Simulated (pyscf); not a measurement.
Thermochemistry of product channels of SiH₄ (SMILES [SiH4]) + Cl• (SMILES [Cl]) on the doublet surface, in kcal/mol, from ωB97M-D3(BJ)/def2-TZVP energies (ideal gas, 1 atm, RRHO with modes under 100 cm⁻¹ raised to 100, one conformer, R ln 2 for rigid chiral ones). Optimised with ωB97X-D3(BJ)/def2-SVP in PySCF.

```csv
products,ΔE,ΔH(298 K),ΔG(298 K),ΔG(1200 K)
H₃Si–Cl (SMILES [SiH3]Cl) + H• (SMILES [H]),[?],-17.8,-17.9,-19.7
SiH₂ (SMILES [SiH2]) [singlet] + HCl (SMILES Cl) + H• (SMILES [H]),+62.4,+56.4,+46.0,+12.9
SiH₃• (SMILES [SiH3]) + HCl (SMILES Cl),[?],-10.5,-13.3,-22.0
•H₂Si–Cl (SMILES [SiH2]Cl) + H₂ (SMILES [H][H]),-26.4,-28.6,-30.6,-38.2
```

Task: What belongs in the gaps?

Result: 
- H₃Si–Cl (SMILES [SiH3]Cl) + H• (SMILES [H]), ΔE: -15.0
- SiH₃• (SMILES [SiH3]) + HCl (SMILES Cl), ΔE: -9.1

These are energies of the channels, which say nothing of barriers. Left out: orbital degeneracy and the spin-orbit lowering of Cl.
